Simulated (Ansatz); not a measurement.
`CCNC` → `[CH2]` (triplet) + `CNC` at 400 K and 1 bar (formal loss of a carbene).

Gas-phase electronic energies from Ansatz, PBE0-D4/def2-TZVP geometries. CCSD(T)/CBS adds triple-zeta CCSD(T) − MP2 to the extrapolated MP2 energy (def2 sets, frozen cores). This one scheme is used for every species. Triplets are unrestricted, without spin–orbit coupling. Each species was taken in one conformer, which may not be the lowest.

```csv
species,CCSD(T)/CBS energy (Eh),H − E (kJ/mol),S (J/(mol·K))
`CCNC`,-174.26710,345.0,331.8
`[CH2]` (triplet),-39.09499,59.0,205.7
`CNC`,-135.00321,264.6,293.2
```

H − E and S are ideal-gas, rigid-rotor, harmonic terms from PBE0-D4/def2-TZVP, for one conformer and one mirror image of each species, with the whole ground term of open shells counted as degenerate. 1 Eh = 2625.50 kJ/mol, R = 8.31446 J/(mol·K).

Question: By hand: ΔE, ΔH, ΔS and ΔG.

Answer: ΔE = (-39.09499) + (-135.00321) − (-174.26710) = 0.16890 Eh = 443.4 kJ/mol. Δ(H − E) = 59.0 + 264.6 − 345.0 = -21.4, so ΔH = 422.0 kJ/mol. ΔS = 205.7 + 293.2 − 331.8 = 167.1 J/(mol·K). ΔG = 422.0 − 400 × (167.1)/1000 = 355.2 kJ/mol.

Question: By hand: the equilibrium constant, and the temperature at which ΔG would vanish if ΔH and ΔS stayed fixed.

Answer: log₁₀ K = −ΔG/(RT ln 10) = -46.4. ΔG = 0 at ΔH/ΔS = 2525 K, far beyond where these terms or the molecules hold.

The number of gas molecules changes by +1, which sets the sign of ΔS. A doubt of 5 kJ/mol in ΔE shifts log₁₀ K by 0.7 here. Other conformers and mirror images would add mixing entropy, several J/(mol·K) or more a flexible species. A triplet takes part, so the spin changes. These are equilibria of isolated gas molecules and say nothing of rates. Largest T1 diagnostic: 0.011 (customary marks: 0.02 for closed shells, 0.045 for open ones).
